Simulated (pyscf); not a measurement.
A first-order saddle from PySCF, ωB97X-D3(BJ)/def2-SVP:

```
B
H 1 1.2103
H 1 1.2103 2 128.15
H 1 1.3653 2 101.32 3 -114.28
Cl 1 1.7892 2 112.88 4 -95.47
Cl 4 2.0968 1 122.18 2 -113.44
```

Surface: singlet, charge 0. Lowest wavenumbers (cm⁻¹): 1674i, 230, 262, 402, 444.

Problem. Name the species on either side of this saddle.

Solution. H₂B–Cl + HCl <-> BH₃ + Cl–Cl, a four-centre exchange read from left to right: B–Cl, Cl–H broken and B–H, Cl–Cl formed. At CCSD(T)/def2-TZVPP + ΔMP2(QZVPP) it lies +101.6 kcal/mol from the left side and +35.4 kcal/mol from the right (each side as separated species at their lowest minima found). On the product side the descent ends in a complex, 5.2 kcal/mol under the separated species and 50.1 kcal/mol under the saddle at ωB97X-D3(BJ)/def2-TZVP. At ωB97X-D3(BJ) the barrier from the zero used here is 109.9 kcal/mol. The same reactants have a lower exit, to H₂B–Cl + HCl (barrier +13.6 kcal/mol at ωB97M-D3(BJ), against +107.1 kcal/mol here). This is the saddle that the search found; another between the same sides may lie lower. A restricted solution here is unstable towards spin polarisation, so biradical character is likely and single-reference numbers are less safe. The CCSD(T) − MP2 part came from Ansatz, without density fitting, on the same reference. The largest closed-shell T1 diagnostic is 0.038, which may signal static correlation.
